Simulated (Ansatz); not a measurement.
**PH₂+ (triplet): the correlation ladder, def2-TZVPP**

An exercise on one series of results from a longer session: the logs are not shown, and one member is left open.

The runs use Ansatz 0.2.0, Gaussian basis; def2-TZVPP, core rule «outside noble gas», up to 5 orbitals frozen.

To be run: UHF; ROHF; CCSD(T) on UHF.

2 further runs of the same task are left out: 2 set aside as unsound or not needed.

### The system

The geometry is a PBE0/def2-TZVP stationary point (not a proven minimum).

3 atoms, charge 1, spin multiplicity 3.

Atoms are counted from 1 here; the program's logs count them from 0.

Bond lengths: P1–H2 1.416 Å, P1–H3 1.416 Å. Angles: H2–P1–H3 122.2°.

The first run:

File in.yaml:

```yaml
crystal:
  periodic: [false, false, false]
  atoms:
    - {symbol: P, position_ang: [0.000000, -0.041813, 0.000000]}
    - {symbol: H, position_ang: [0.000000, 0.642452, -1.239718]}
    - {symbol: H, position_ang: [0.000000, 0.642452, 1.239718]}
basis:
  gaussian: {orbitals: def2-TZVPP}
total_charge: 1
magnetization: {spin_polarized: true, initial_magnetization: 2}
hamiltonian: {xc: hf}
output: {orbitals: {seedname: orbitals}}
```

Run with:

```sh
$ ansatz run in.yaml --threads 1 --pin off --events-out ev --progress --plain --max-ram 4096MiB --backend cpu
```

Steps of the session up to this table: UHF; ROHF; CCSD(T) on UHF.

One of the session's tables, all rows but one given; the rest of the session is left out.

| method | from UCCSD(T) (kcal/mol) |
| --- | --- |
| ROHF | ? |
| UHF | +80.48 |
| UMP2 | +17.08 |
| UCCSD | +2.32 |
| UCCSD(T) | 0 |

Estimate the missing values for ROHF.

The run gave: from UCCSD(T) (kcal/mol): +82.51. In the column «from UCCSD(T) (kcal/mol)» it is the highest.
